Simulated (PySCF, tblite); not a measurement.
Species: C5H10S.
Atom-mapped SMILES: `[CH3:1][CH2:2][C@@H:3]1[CH2:4][C@H:5]1[SH:6]` (hydrogens: H7, H8, H9 on C1; H10, H11 on C2; H12 on C3; H13, H14 on C4; H15 on C5; H16 on S6)

Computed with GFN2-xTB (tblite), gas phase: nudged elastic band of 9 images (0 to 8), spring 0.2 eV/Å², climbing image at the end, force threshold 0.05 eV/Å. The top image wasn't refined or checked by frequencies; at this threshold it can lie a kcal/mol or more above the true saddle point of the method.

Path: rotation about C2–C3 (chain CH2 carbon, three-membered-ring carbon), followed by the dihedral C1–C2–C3–C5.

Image 0 (start, dihedral 83°):
```
atom  x, y, z in Å
C1      1.885    0.733   -0.081
C2      1.136   -0.540    0.307
C3     -0.236   -0.228    0.856
C4     -1.347   -1.229    0.766
C5     -1.374   -0.001   -0.093
S6     -2.603    1.265    0.275
H7      2.872    0.493   -0.468
H8      2.003    1.382    0.784
H9      1.338    1.278   -0.847
H10     1.039   -1.188   -0.567
H11     1.708   -1.083    1.064
H12    -0.223    0.396    1.742
H13    -2.052   -1.288    1.581
H14    -1.155   -2.176    0.283
H15    -1.204   -0.112   -1.156
H16    -1.795    2.307    0.077
```

Image 8 (end, +0.004 eV, dihedral -156°):
```
atom  x, y, z in Å
C1      2.199    0.217    0.489
C2      0.961   -0.005   -0.374
C3     -0.300    0.294    0.401
C4     -0.931   -0.759    1.261
C5     -1.598   -0.333   -0.011
S6     -3.122    0.624    0.108
H7      3.103   -0.003   -0.073
H8      2.169   -0.425    1.366
H9      2.247    1.251    0.824
H10     1.009    0.642   -1.254
H11     0.936   -1.040   -0.721
H12    -0.357    1.311    0.772
H13    -1.386   -0.459    2.192
H14    -0.486   -1.742    1.286
H15    -1.610   -1.020   -0.846
H16    -2.842    1.457   -0.894
```

**Question.** What do the inner images look like?

**Answer.** 
Image 1: +0.014 eV, dihedral 99°
```
atom  x, y, z in Å
C1      1.973    0.729    0.013
C2      1.107   -0.513    0.199
C3     -0.238   -0.172    0.795
C4     -1.322   -1.206    0.850
C5     -1.436   -0.050   -0.097
S6     -2.685    1.200    0.256
H7      2.944    0.460   -0.397
H8      2.130    1.226    0.968
H9      1.495    1.431   -0.666
H10     0.962   -1.008   -0.764
H11     1.623   -1.218    0.858
H12    -0.189    0.518    1.629
H13    -1.978   -1.218    1.706
H14    -1.124   -2.183    0.435
H15    -1.327   -0.235   -1.157
H16    -1.942    2.247   -0.104
```

Image 2: +0.042 eV, dihedral 115°
```
atom  x, y, z in Å
C1      2.046    0.708    0.103
C2      1.081   -0.473    0.094
C3     -0.244   -0.119    0.733
C4     -1.291   -1.173    0.929
C5     -1.492   -0.101   -0.096
S6     -2.760    1.140    0.222
H7      2.997    0.427   -0.342
H8      2.229    1.035    1.125
H9      1.636    1.545   -0.458
H10     0.915   -0.802   -0.934
H11     1.532   -1.308    0.637
H12    -0.174    0.634    1.508
H13    -1.898   -1.134    1.821
H14    -1.086   -2.174    0.582
H15    -1.433   -0.368   -1.143
H16    -2.067    2.174   -0.257
```

Image 3: +0.070 eV, dihedral 130°
```
atom  x, y, z in Å
C1      2.110    0.665    0.190
C2      1.056   -0.418   -0.007
C3     -0.252   -0.059    0.671
C4     -1.249   -1.129    1.003
C5     -1.539   -0.149   -0.091
S6     -2.836    1.071    0.193
H7      3.044    0.379   -0.287
H8      2.299    0.817    1.251
H9      1.778    1.607   -0.240
H10     0.888   -0.572   -1.076
H11     1.431   -1.360    0.402
H12    -0.176    0.755    1.382
H13    -1.814   -1.041    1.919
H14    -1.024   -2.146    0.722
H15    -1.519   -0.497   -1.115
H16    -2.202    2.088   -0.393
```

Image 4 (top): +0.082 eV, dihedral 145°
```
atom  x, y, z in Å
C1      2.160    0.602    0.272
C2      1.030   -0.350   -0.101
C3     -0.262    0.005    0.612
C4     -1.197   -1.073    1.071
C5     -1.575   -0.196   -0.082
S6     -2.909    0.992    0.167
H7      3.081    0.315   -0.232
H8      2.335    0.580    1.345
H9      1.914    1.621   -0.018
H10     0.878   -0.322   -1.183
H11     1.321   -1.371    0.159
H12    -0.193    0.877    1.251
H13    -1.726   -0.939    2.001
H14    -0.942   -2.100    0.855
H15    -1.582   -0.620   -1.077
H16    -2.342    1.989   -0.515
```

Image 5: +0.070 eV, dihedral 161°
```
atom  x, y, z in Å
C1      2.196    0.520    0.344
C2      1.006   -0.270   -0.186
C3     -0.272    0.075    0.554
C4     -1.135   -1.006    1.130
C5     -1.598   -0.239   -0.069
S6     -2.978    0.903    0.144
H7      3.105    0.237   -0.181
H8      2.337    0.328    1.406
H9      2.038    1.588    0.205
H10     0.886   -0.063   -1.254
H11     1.208   -1.339   -0.083
H12    -0.222    0.998    1.119
H13    -1.636   -0.828    2.069
H14    -0.841   -2.034    0.979
H15    -1.621   -0.737   -1.029
H16    -2.482    1.876   -0.624
```

Image 6: +0.043 eV, dihedral 176°
```
atom  x, y, z in Å
C1      2.214    0.424    0.407
C2      0.985   -0.181   -0.261
C3     -0.282    0.150    0.498
C4     -1.066   -0.929    1.181
C5     -1.608   -0.277   -0.053
S6     -3.040    0.806    0.125
H7      3.115    0.150   -0.138
H8      2.307    0.068    1.430
H9      2.142    1.510    0.425
H10     0.913    0.194   -1.286
H11     1.098   -1.266   -0.316
H12    -0.262    1.115    0.992
H13    -1.546   -0.708    2.122
H14    -0.724   -1.949    1.093
H15    -1.635   -0.845   -0.973
H16    -2.619    1.748   -0.722
```

Image 7: +0.016 eV, dihedral -169°
```
atom  x, y, z in Å
C1      2.216    0.317    0.456
C2      0.968   -0.086   -0.323
C3     -0.294    0.229    0.446
C4     -0.994   -0.842    1.225
C5     -1.607   -0.309   -0.035
S6     -3.094    0.701    0.108
H7      3.112    0.057   -0.102
H8      2.246   -0.193    1.416
H9      2.223    1.390    0.637
H10     0.957    0.440   -1.282
H11     1.001   -1.157   -0.533
H12    -0.313    1.225    0.872
H13    -1.459   -0.581    2.163
H14    -0.597   -1.845    1.197
H15    -1.626   -0.944   -0.911
H16    -2.746    1.606   -0.811
```

The largest changes of bonds and angles from start to top: C2–C3 1.510 → 1.518 Å, C1–C2 1.526 → 1.524 Å, H10–C2–H11 107.8 → 107.2°, C3–C2–H10 109.4 → 109.9°, C2–C3–C4 120.9 → 120.4°. GFN2-xTB torsional profiles can miss by a kcal/mol or more and can put conformers in the wrong order.

**Question.** What do single points at PBE0/pcSseg-1 (PySCF, no dispersion term) give on some images?

**Answer.** 
| image | GFN2-xTB E (eV) | DFT E (eV) | HOMO (eV) | LUMO (eV) | dipole (D) |
| --- | --- | --- | --- | --- | --- |
| 0 | 0.000 | 0.000 | -6.71 | 0.72 | 1.92 |
| 2 | 0.042 | 0.062 | -6.71 | 0.75 | 1.91 |
| 4 | 0.082 | 0.125 | -6.71 | 0.79 | 1.92 |
| 6 | 0.043 | 0.060 | -6.71 | 0.81 | 1.92 |
| 8 | 0.004 | 0.003 | -6.70 | 0.80 | 1.91 |

Energies count from image 0 at each level. At the GFN2-xTB top the DFT energy is 2.9 kcal/mol against 1.9; the geometries weren't optimised at the DFT level.

What follows is the cost of the whole band run. Rough CPU time on one thread of a shared machine: about 6 s.
